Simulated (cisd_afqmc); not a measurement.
Input (AFQMC/CISD/cc-pVDZ; cisd_afqmc is a phaseless AFQMC code with CISD trial states that reads the integrals written by Ansatz):

Ansatz 0.2 input:
```python
import cisd_afqmc

open("ham.yaml", "w").write("""\
crystal:
  periodic: [false, false, false]
  atoms:
    - {symbol: O, position_ang: [1.08859699, 0.24944285, -0.42728356]}
    - {symbol: C, position_ang: [0.04658452, 0.36233721, 0.22026559]}
    - {symbol: H, position_ang: [-0.09897970, 1.22977934, 0.88845632]}
    - {symbol: C, position_ang: [-1.01080777, -0.58309006, 0.15832965]}
    - {symbol: H, position_ang: [-1.91279587, -0.45200395, 0.74149328]}
    - {symbol: H, position_ang: [-0.91166091, -1.44880109, -0.48325255]}
basis:
  gaussian:
    orbitals: cc-pVDZ
magnetization: {spin_polarized: true, initial_magnetization: 1}
correlation: {method: ccsd, electrons: outside_noble_gas, hamiltonian_folder: ham}
""")
rep = cisd_afqmc.ansatz("ham.yaml")
e_ccsd = rep["correlation"]["coupled_cluster"]["energy"]["hartree"]
out = cisd_afqmc.run("ham", e_ccsd, trial="CISD", walkers=100, populations=8, threads=8, dt=0.005, steps=40, early=24, settle=10, least=32,
    cut=5e-5, rank_cut=2e-4, target=0.0004, seconds=1500, seed=1, memory=17280, gpu=False)
```

Output:

```
orbitals 54, occupied [9, 8], factors 316 of 519, rank of the doubles 358 of 773
E(HF) = -152.313398
E(CCSD) on the cut factors = -152.758909, shift to the whole factors -0.000012
Energy of the trial state on the determinant = -152.758896
  tau behind 7.2 of longer steps, mean of the populations' last blocks
   2.0  -152.77372
   4.0  -152.77268
   6.0  -152.77071
   8.0  -152.77555
  10.0  -152.77449
  12.0  -152.77485
  14.0  -152.77272
  16.0  -152.77372
  18.0  -152.77500
  20.0  -152.77459
  22.0  -152.77282
blocks 936 (1 outliers left out), error by blocks joined: 1: 0.00022, 2: 0.00027, 4: 0.00031, 8: 0.00034, 16: 0.00040
E(AFQMC/CISD) = -152.77386 +/- 0.00040
```

The determinant is spin-contaminated: <S^2> is 0.93, 0.18 over the pure value.
